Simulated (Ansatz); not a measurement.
```yaml
crystal:
  periodic: [false, false, false]
  atoms:
    - {symbol: Cr, position_ang: [0.000000, 0.000000, 0.000000]}
    - {symbol: S, position_ang: [0.000000, 0.000000, 2.440000]}
basis:
  gaussian: {orbitals: def2-TZVP}
hamiltonian: {xc: pbe0}
relax: {f_tol: 0.004, max_steps: 80}
```

```sh
$ ansatz run in.yaml --threads 1 --pin off --events-out ev --progress --plain --max-ram 2176MiB
```

Steps of the relaxation (energy above the last step; positions in Å, forces in eV/Å):

```
2
step 1, 1657.7 meV
Cr    0.000    0.000    0.000    0.000    0.000    4.669
S     0.000    0.000    2.440    0.000    0.000   -4.669
```

```
2
step 2, 120.4 meV
Cr    0.000    0.000    0.195    0.000    0.000    2.190
S     0.000    0.000    2.245    0.000    0.000   -2.190
```

```
2
step 3, 325.2 meV
Cr    0.000    0.000    0.315    0.000    0.000   -5.204
S     0.000    0.000    2.125    0.000    0.000    5.204
```

```
2
step 6, 0.0 meV
Cr    0.000    0.000    0.246    0.000    0.000    0.000
S     0.000    0.000    2.194    0.000    0.000    0.000
```

Close pairs at the end: Cr1–S2 1.948 Å.

A stationary point of restricted PBE0 after 6 steps (its stability towards spin polarisation wasn't tested). 22 s on 1 thread of Arm Neoverse V2, shared host.
